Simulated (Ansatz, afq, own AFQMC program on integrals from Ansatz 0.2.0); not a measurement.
# AlH$_{4}$⁺, singlet: AFQMC among the cluster methods

```xyz
5

Al    0.0000    0.0000   -0.1186
H     0.0000   -0.3848    1.9224
H     0.0000    0.3848    1.9224
H     0.0000    1.5369   -0.3348
H     0.0000   -1.5369   -0.3348
```

Basis 6-31G. Only valence electrons are correlated. Ansatz 0.2.0 and our own AFQMC program on the same integrals; the CISD trial comes from CCSD amplitudes, and released means the phaseless constraint is let go. Free AFQMC starts from the CCSD state and is never constrained. Its projection time is finite, and what remains of the start isn't in its error. ± is one standard error of the sampling.

Determinant: RHF, the one that the program's search chose, which needn't be the lowest solution. The geometry is a point of a scan.

Full CI on the same integrals is exact in this basis and with this determinant's frozen core.

The T1 diagnostic is 0.0091, the weight of the determinant in the CISD state is 0.950 and the size of the correlated space is 6 electrons in 16 orbitals.

Reference: full CI, correlation energy -1.895 eV. The released energy is read at 2.40 1/Eh (meV from the phaseless value at times in 1/Eh: 0.3 ± 0.7 at 0.24, 0.0 ± 0.5 at 0.51, 0.1 ± 0.4 at 0.99, 0.1 ± 0.3 at 1.62, 0.3 ± 0.3 at 2.40).

```csv
level,E − E(reference) (kJ/mol),share of correlation (%)
HF,182.9,0.00
MP2,56.3,69.22
CCSD,2.0,98.92
CCSD(T),0.7,99.59
CCSDT,0.1,99.95
CCSDT(Q),0.0,99.98
CCSDTQ,0.0,100.00
ph-AFQMC/HF,-2.8 ± 1.1,101.54
ph-AFQMC/CISD,0.0 ± 0.07,99.99
released AFQMC,0.0 ± 0.03,99.98
free AFQMC,0.0 ± 0.03,99.99
```

CCSDT and higher add their correlation energy to the determinant of the CCSD(T) run, since their own runs factorise the integrals more tightly (a shift of under 2 meV). Free projections are given only where their last times agree within the noise and don't stop above the reference; a slow remainder of the start can still hide under it. A walk keeps the symmetry of its determinant, which the program's search chose and which needn't be the lowest solution, so a lower state of the same spin and another symmetry isn't excluded. Released energies are given only where the last usable release times agree within the noise; a slower fall can still hide under it.
